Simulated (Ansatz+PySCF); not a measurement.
# triplet B2: levels of theory in one basis

```xyz
2

B     0.0000    0.0000   -1.4163
B     0.0000    0.0000    1.4163
```

Basis set: 6-31G (spherical functions). Frozen core: 2 orbitals. Correlation on ROHF uses semicanonical orbitals with singles. Charge 0, multiplicity 3.

Computed with Ansatz (development build ahead of 0.2.0); each method stands on the lowest determinant of its kind that the runs found.

| method | E − E(ROHF) (eV) | <S²> of the determinant |
| --- | --- | --- |
| ROHF | 0.00 | 2.00 |
| UHF | -0.06 | 2.04 |
| ROHF-MP2 | -1.38 | – |
| UHF-MP2 | -1.39 | 2.04 |
| ROHF-CCSD(T) | -2.66 | – |
| UHF-CCSD(T) | -2.66 | 2.04 |

What does full CI (lowest root of this spin) give on the same scale?

-2.81 eV.

At such a shape the full CI root can have another spatial symmetry than the determinants, so the rows needn't describe one state.

Is a single determinant a sound starting point here?

It is doubtful. Unrestricted orbitals gain 0.06 eV with <S²> 2.04 against 2.00 for a pure state, but the cluster amplitudes or the share of triples are large.

Caution for ROHF, UHF, ROHF-MP2, UHF-MP2, ROHF-CCSD(T), UHF-CCSD(T): the determinant may break the point group. Caution for ROHF-MP2, UHF-MP2, ROHF-CCSD(T), UHF-CCSD(T): large amplitudes, a single reference is doubtful. Caution for UHF-CCSD(T): the program doubts this total.
